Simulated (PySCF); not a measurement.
Isomers of C4H4FN, mass 85.033 u with the commonest isotopes. Method: PBE0-D3(BJ)/def2-SVP geometry optimisation, gas phase (PySCF 2.14.0). One conformer each, none proved a minimum here; rigid rotors.

Task: Order these by radius of gyration √(Σ m r²/M), smallest first.
A. `C/C(F)=C/C#N`
B. `c1[nH]ccc1F`
C. `[F:1]/[CH:2]=[CH:3]\[C@H:4]1[CH:5]=[N:6]1` with C2–C3–C4–C5 153°
D. `[N:1]#[C:2]/[CH:3]=[CH:4]/[CH2:5][F:6]` with C3–C4–C5–F6 0°

Result: B (1.541 Å), A (1.816 Å), C (1.839 Å), D (2.039 Å).

Task: Order these by rotational constant A, largest first.
A. `Fc1cc[nH]c1`
B. `C(/F)(=C/C#N)C`
C. `[F:1]/[CH:2]=[CH:3]\[C@H:4]1[CH:5]=[N:6]1` with C2–C3–C4–C5 153°
D. `[N:1]#[C:2]/[CH:3]=[CH:4]/[CH2:5][F:6]` with C3–C4–C5–F6 0°

Result: D (16369 MHz), C (12776 MHz), B (9947 MHz), A (9045 MHz).

Task: Order these by rotational constant B, smallest first.
A. `C/C(F)=C/C#N`
B. `c1(c[nH]cc1)F`
C. `[F:1]/[CH:2]=[CH:3]\[C@H:4]1[CH:5]=[N:6]1` with C2–C3–C4–C5 153°
D. `[N:1]#[C:2]/[CH:3]=[CH:4]/[CH2:5][F:6]` with C3–C4–C5–F6 0°

Result: D (1559 MHz), C (1941 MHz), A (2184 MHz), B (3460 MHz).

```json
{"SMILES": "C/C(F)=C/C#N", "point group": "Cs", "Ia (u·Å²)": "50.81", "Ib (u·Å²)": "231.36", "Ic (u·Å²)": "279.00", "κ": "-0.91", "μa (D)": "4.92", "μb (D)": "2.17", "μc (D)": "0.01"}
{"SMILES": "Fc1cc[nH]c1", "point group": "Cs", "Ia (u·Å²)": "55.88", "Ib (u·Å²)": "146.08", "Ic (u·Å²)": "201.96", "κ": "-0.71", "μa (D)": "3.02", "μb (D)": "1.06", "μc (D)": "0.00"}
{"SMILES": "N#C/C=C/CF", "point group": "Cs", "Ia (u·Å²)": "30.87", "Ib (u·Å²)": "324.15", "Ic (u·Å²)": "351.83", "κ": "-0.98", "μa (D)": "3.84", "μb (D)": "1.70", "μc (D)": "0.01"}
{"SMILES": "F/C=C\\[C@H]1C=N1", "point group": "C1", "Ia (u·Å²)": "39.56", "Ib (u·Å²)": "260.41", "Ic (u·Å²)": "275.35", "κ": "-0.98", "μa (D)": "0.09", "μb (D)": "0.90", "μc (D)": "2.06"}
```
